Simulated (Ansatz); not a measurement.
# SiNHO (triplet): the correlation ladder, cc-pVTZ

The task here is to estimate one member of a computed series from the others.

Program: Ansatz 0.2.0, Gaussian basis. Level of theory: cc-pVTZ, core rule «outside noble gas», up to 7 orbitals frozen. These are calculated values, not measurements.

To be run: UHF; CCSD(T) on ROHF; CCSD(T) on UHF; BCCD(T) on ROHF; CCSDT(Q) on ROHF; CCSDT(Q) on UHF.

4 further runs of the same task are left out: 4 set aside as unsound or not needed.

**The geometry**

The geometry is a PBE0/def2-TZVP stationary point (not a proven minimum) of the parent state, kept for this charge and spin.

4 atoms, charge 0, spin multiplicity 3.

Atoms are counted from 1 here; the program's logs count them from 0.

Bond lengths: O1–N2 1.332 Å, O1–H4 0.966 Å, N2–Si3 1.554 Å. Angles: N2–O1–H4 106.3°, O1–N2–Si3 173.8°.

Set-up of the first run:

File in.yaml:

```yaml
crystal:
  periodic: [false, false, false]
  atoms:
    - {symbol: O, position_ang: [-0.000007, -0.287198, 0.960799]}
    - {symbol: N, position_ang: [0.000023, -0.154683, -0.364392]}
    - {symbol: Si, position_ang: [-0.000004, -0.166852, -1.918552]}
    - {symbol: H, position_ang: [-0.000012, 0.608733, 1.322146]}
basis:
  gaussian: {orbitals: cc-pVTZ}
magnetization: {spin_polarized: true, initial_magnetization: 2}
hamiltonian: {xc: hf}
output: {orbitals: {seedname: orbitals}}
```

On the command line:

```
> ansatz run in.yaml --threads 1 --pin off --events-out ev --progress --plain --max-ram 2560MiB --backend cpu
```

Steps of the session up to this table: UHF; CCSD(T) on ROHF; CCSD(T) on UHF; BCCD(T) on ROHF; CCSDT(Q) on ROHF; CCSDT(Q) on UHF.

One table of the session follows, with a row left open; its other results are not shown here.

```
   method  from RCCSDT(Q) (meV)
     ROHF              +14971.7
      UHF              +14641.8
     RMP2               +1442.0
     UMP2               +1502.0
    RCCSD                +719.6
    UCCSD                +710.0
 RCCSD(T)                +109.7
 UCCSD(T)                +112.9
  BCCD(T)                +106.8
   RCCSDT                 +51.8
   UCCSDT                     ?
RCCSDT(Q)                     0
UCCSDT(Q)                  -3.1
```

Q: Estimate the row for UCCSDT from the others.

**Answer.** from RCCSDT(Q) (meV): +52.2. In the column «from RCCSDT(Q) (meV)» it lies between RCCSDT (+51.8) and BCCD(T) (+106.8).

Caveats from the session: Restricted and unrestricted rows rest on different reference determinants; where their highest levels disagree by more than a few hundredths of an eV, they describe different states and don't form one ladder.
